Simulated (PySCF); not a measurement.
# Relaxation of singlet SOF₄

Method: PBE0/[S def2-TZVP, O def2-TZVP, F def2-TZVP], no relativity, density fitting, PySCF. A (50,194) grid was used.

A hand-made trigonal bipyramidal (ligand arrangement 2) start, of C3v symmetry, held to at least that symmetry:

```xyz
6
charge 0 multiplicity 1, angstrom
S     0.0000    0.0000   -0.0611
O     0.0000    0.0000   -1.5711
F     0.0000    0.0000    1.6089
F     1.6700    0.0000   -0.0611
F    -0.8350    1.4463   -0.0611
F    -0.8350   -1.4463   -0.0611
```

Task: What does it relax to?

Result: It ends at C3v with S–F 1.565 Å (×3), S–F 1.625 Å, S–O 1.421 Å; F–S–F 82.6° (×3), F–S–F 118.4° (×3), F–S–O 97.4° (×3), F–S–O 180.0°. The frequency run here used a shortcut that can spoil soft modes, so no verdict on minimum or saddle point is given. Other isomers or separated fragments may lie lower.

Task: How much energy is released, and in how many steps?

Result: 140.6 kJ/mol in 7 steps.
